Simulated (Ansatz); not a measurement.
C4H7N can be A, `CC=C=CN`, or B, `C1=NCCC1`.

Calculated with Ansatz (gas phase, PBE0-D4/def2-TZVP geometries, no zero-point term in ΔE). CCSD(T)/CBS adds triple-zeta CCSD(T) − MP2 to the extrapolated MP2 energy (def2 sets, frozen cores). DFT in def2-TZVPP. B3LYP here is the variant with VWN-RPA as its local correlation; programs differ in this. One conformer a species, not always the lowest.

A:

```xyz
12

C     1.816    0.711   -0.873
C     1.033    0.463    0.381
C    -0.056   -0.249    0.461
C    -1.141   -0.967    0.595
N    -2.459   -0.498    0.582
H     1.884    1.783   -1.083
H     2.841    0.343   -0.767
H     1.357    0.217   -1.729
H     1.426    0.922    1.290
H    -1.048   -2.030    0.805
H    -3.104   -1.129    0.131
H    -2.549    0.435    0.208
```

B:

Z-matrix (Å, degrees):
```
C
N 1 1.461
C 1 1.538 2 107.0
H 1 1.092 2 109.7 3 123.2
H 1 1.096 2 107.8 3 -121.1
C 2 1.265 1 108.6 3 11.8
C 3 1.532 1 103.1 2 -18.1
H 3 1.092 1 110.1 2 99.3
H 3 1.090 1 112.9 2 -140.5
H 6 1.089 2 120.5 1 178.2
H 7 1.093 3 114.0 1 138.0
H 7 1.097 3 112.9 1 -100.2
```

**Question.** Which is lower in electronic energy at CCSD(T)/CBS, and by how much? (Best estimate.)

**Answer.** Computed: B, by 28.8 kcal/mol.

**Question.** Give E(B) − E(A) in kcal/mol with B2PLYP, B3LYP, PBE0-D4, LDA (SPW92), ωB97M-V, MP2/def2-TZVPP, CCSD(T)/def2-SVP. (An estimate is asked.)

**Answer.** The calculation gave: B2PLYP -25.7, B3LYP -22.1, PBE0-D4 -28.7, LDA (SPW92) -28.0, ωB97M-V -28.4, MP2/def2-TZVPP -31.0, CCSD(T)/def2-SVP -31.8. None reverses the order clearly.

**Question.** Does the order hold for the free energy at 298.15 K (harmonic terms from PBE0-D4)? (An estimate is asked.)

**Answer.** Ansatz gave: Yes: G(B) − G(A) = -25.5 kcal/mol, for one conformer each.

Largest T1 diagnostic: 0.012.

Leaving LDA and LC-ωPBE aside and taking each functional with its dispersion term where it has one, the values, not all of them listed here, spread over 11.3 kcal/mol, from PBE-QIDH to BLYP-D4. LDA lies −3.8 kcal/mol from PBE without D4. In def2-TZVPP, CCSD(T) changes the Hartree–Fock value by −1.9 kcal/mol (the triples alone add +0.2 kcal/mol) and MP2 by −3.0 kcal/mol.
